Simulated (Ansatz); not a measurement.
Relaxation of H4NOSi (7 atoms, charge 0, multiplicity 2), to a largest force component of 0.015 eV/Å in at most 40 steps.

Level of theory: UKS PBE-D4/6-31G (Ansatz 0.2.0).

```xyz
7
Properties=species:S:1:pos:R:3
N -0.639 0.346 -0.606
Si 0.220 0.221 0.799
O 1.507 -0.587 0.211
H -0.208 1.125 -1.209
H -1.627 0.695 -0.408
H -0.550 -0.669 1.661
H 1.358 -1.199 -0.494
```

Question: Where does it end, and by what steps?

Answer: The run converged. Limits of this set-up: no polarisation functions. After 19 steps the energy has fallen by 1.296 eV; H7 moved furthest, 0.75 Å.

```tsv
step	energy less start (eV)	largest force component (eV/Å)	accepted
0	0.0000	4.699	yes
1	-0.9020	2.013	yes
2	-1.1681	0.410	yes
3	-1.1877	0.266	yes
4	-1.1810	0.547	no
5	-1.1986	0.194	yes
6	-1.2062	0.126	yes
7	-1.2191	0.171	yes
8	-1.0535	2.966	no
9	-1.2403	0.547	yes
10	-1.2627	0.284	yes
11	-1.2380	1.384	no
12	-1.2781	0.144	yes
13	-1.2876	0.169	yes
14	-1.2879	0.539	yes
15	-1.2945	0.064	yes
16	-1.2950	0.105	yes
17	-1.2958	0.018	yes
18	-1.2958	0.020	yes
19	-1.2959	0.014	yes
```

```xyz
7
Properties=species:S:1:pos:R:3
N -0.812 0.738 -0.535
Si 0.338 0.135 0.674
O 1.346 -1.252 0.236
H -0.541 1.295 -1.341
H -1.815 0.580 -0.453
H -0.545 -0.447 1.765
H 2.092 -1.117 -0.392
```

Whether the end is a true minimum wasn't checked by a vibrational analysis.

The run took 21 s on 1 thread of Intel(R) Xeon(R) 6975P-C (Granite Rapids) (shared host), peak memory 0.15 GiB.
